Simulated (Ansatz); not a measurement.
# ClH6NSi: the cost of one run

Computed with Ansatz 0.2.0, Gaussian basis. Level: PBE0-D4/def2-SVP.

### 1 Where the work starts

The start, a pair relaxed at PBE0-D4: SMILES `Cl.[SiH3]N`, 9 atoms, charge 0, spin multiplicity 1.

Atoms are counted from 1 here; the program's logs count them from 0.

Bond lengths: Cl1–H2 1.335 Å, Si3–N4 1.752 Å, Si3–H5 1.481 Å, Si3–H6 1.481 Å, Si3–H7 1.489 Å, N4–H8 1.012 Å, N4–H9 1.012 Å. Angles: N4–Si3–H5 106.9°, N4–Si3–H6 106.9°, N4–Si3–H7 113.4°, H5–Si3–H6 111.5°, H5–Si3–H7 109.0°, H6–Si3–H7 109.0°, Si3–N4–H8 116.0°, Si3–N4–H9 116.0°, H8–N4–H9 108.5°.

Geometry (Å):

```
Cl    1.15227    0.10332   -2.75273
H     0.38199   -0.12190   -1.68625
Si    0.15498    0.31242    1.10659
N    -0.62157   -0.41378   -0.28592
H     1.48320   -0.32874    1.24329
H     0.27881    1.76123    0.82447
H    -0.60623    0.12726    2.37236
H    -1.51407   -0.01784   -0.55257
H    -0.70937   -1.42197   -0.26932
```

### 2 The run

Contents of md/in.yaml:

```yaml
crystal:
  periodic: [false, false, false]
  atoms:
    - {symbol: Cl, position_ang: [1.152270, 0.103322, -2.752732]}
    - {symbol: H, position_ang: [0.381988, -0.121898, -1.686249]}
    - {symbol: Si, position_ang: [0.154981, 0.312423, 1.106592]}
    - {symbol: N, position_ang: [-0.621575, -0.413781, -0.285925]}
    - {symbol: H, position_ang: [1.483199, -0.328740, 1.243288]}
    - {symbol: H, position_ang: [0.278812, 1.761225, 0.824469]}
    - {symbol: H, position_ang: [-0.606230, 0.127263, 2.372355]}
    - {symbol: H, position_ang: [-1.514074, -0.017844, -0.552573]}
    - {symbol: H, position_ang: [-0.709371, -1.421969, -0.269324]}
basis:
  gaussian: {orbitals: def2-SVP}
hamiltonian: {xc: pbe0, dispersion: d4}
md: {n_steps: 40, timestep: 0.25, temperature: 500, ensemble: nvt_langevin, seed: 240, friction: 0.01, initial_velocities: maxwell_boltzmann}
```

On the command line:

```console
$ ansatz run in.yaml --threads 4 --pin off --events-out ev --progress --plain --max-ram 9574MiB
```

**Question.** How long does this run take on 4 threads of AMD EPYC 9R45, shared host?

About 14 s.
